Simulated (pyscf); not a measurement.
Structures and frequencies: ωB97X-D3(BJ)/def2-SVP in PySCF. Correlated levels are frozen-core, on RHF or UHF. ΔMP2 is the change of the MP2 total energy from the triple- to the quadruple-zeta basis.

Problem. How much does it cost (ΔH, 298 K, CCSD(T)/def2-TZVPP + ΔMP2(QZVPP)) to split `[OH][Si]([F])([Cl])[Cl]` at its Cl–Si bond into HO–Si•(F)–Cl + Cl•?

Solution. Cl–Si to HO–Si•(F)–Cl + Cl•: 5.02 eV. Other isomers of HO–Si•(F)–Cl were not searched in full and may lie lower. The CCSD(T) − MP2 part came from Ansatz, without density fitting, on the same reference. Left out: the spin-orbit lowering of Cl.
